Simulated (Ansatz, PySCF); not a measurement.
Reaction: Cl2 (SMILES ClCl) → Cl2+ (parent SMILES ClCl, doublet) + e-
Each species at its own B3LYP-D3(BJ)/def2-TZVP minimum (Ansatz, a first-principles code).

Total energies in hartree (Ansatz). Open shells are spin-unrestricted; no spin-orbit coupling. Cores are frozen in correlated methods. No relativity.

| species | HF/cc-pV(T+d)Z | CCSD(T)/cc-pV(T+d)Z | HF/cc-pV(Q+d)Z | CCSD(T)/cc-pV(Q+d)Z | CCSDT(Q)/cc-pV(T+d)Z |
|---|---|---|---|---|---|
| 1: Cl2 (molecular chlorine, SMILES ClCl) | -919.00055 | -919.43198 | -919.00825 | -919.47931 | -919.43393 |
| 2: Cl2+ (parent SMILES ClCl, doublet) | -918.60131 | -919.01533 | -918.60997 | -919.05792 | -919.01788 |

Question: Work out the adiabatic ionisation energy (0 K, zero-point energies from PySCF's Hessians at B3LYP-D3(BJ)/def2-TZVP) in eV: take Hartree-Fock from cc-pV(Q+d)Z, extrapolate the CCSD(T) correlation energy as X^-3 (X = 3, 4), and add CCSDT(Q) - CCSD(T) in cc-pV(T+d)Z. The further terms named in the bracket sum to +0.00021 hartree. 1 hartree = 27.211 eV.

Answer: 
Species 1: correlation (64·(-0.47106) - 27·(-0.43143))/37 = -0.49998; step -0.00195; E1 = -919.00825 + (-0.49998) + (-0.00195) = -919.51018
Species 2: correlation (64·(-0.44795) - 27·(-0.41402))/37 = -0.47271; step -0.00255; E2 = -918.60997 + (-0.47271) + (-0.00255) = -919.08523
-1·E1 +1·E2 +0.00021 = 0.42516 hartree = 11.57 eV. Measured: 11.48 eV (CCCBDB table in ASE). The composite differs from it by +0.09 eV; core, relativistic and spin-orbit terms are not in it.
